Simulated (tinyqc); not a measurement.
The basis set: RHF and MP2 along a ladder of basis sets, for BH3, spin multiplicity 1. Computed by the program tinyqc with PySCF. Same geometry throughout; the dipole is taken about the origin.

Geometry (angstrom):
```
atom        x        y       z
B      0.0000   0.0000  0.0360
H      1.1510   0.0000  0.0000
H     -0.5760   0.9970  0.0000
H     -0.5760  -0.9970  0.0000
```

RHF and frozen-core MP2 in a ladder of bases:
```
basis        functions  E(RHF) (hartree)  E(MP2 corr) (hartree)  HOMO (eV)  LUMO (eV)  dipole (debye)
sto-3g               8        -26.070200              -0.034131   -12.8795     6.4424          0.1123
3-21g               15        -26.234968              -0.054128   -13.7544     2.1488          0.1062
6-31g               15        -26.374662              -0.053846   -13.6606     2.3821          0.1032
6-31g**             29        -26.390294              -0.092954   -13.6683     2.4669          0.1017
cc-pvdz             29        -26.387126              -0.091450   -13.6746     1.9403          0.0932
aug-cc-pvdz         50        -26.387901              -0.094858   -13.6972     0.8980          0.0882
cc-pvtz             72        -26.397911              -0.113489   -13.7410     1.6658          0.0904
```

What does the comparison show, and why?

From cc-pVDZ to cc-pVTZ the RHF energy falls by 10.8 mhartree and the correlation energy by 22.0. If valence correlation converges as X^-3, (27 E(T) - 8 E(D))/19 gives -0.1228 hartree, a rough estimate from such small X that usually falls short; STO-3G holds about 28 % of it. Beyond STO-3G the LUMO moves by 1.6 eV and the HOMO by 0.1 eV.
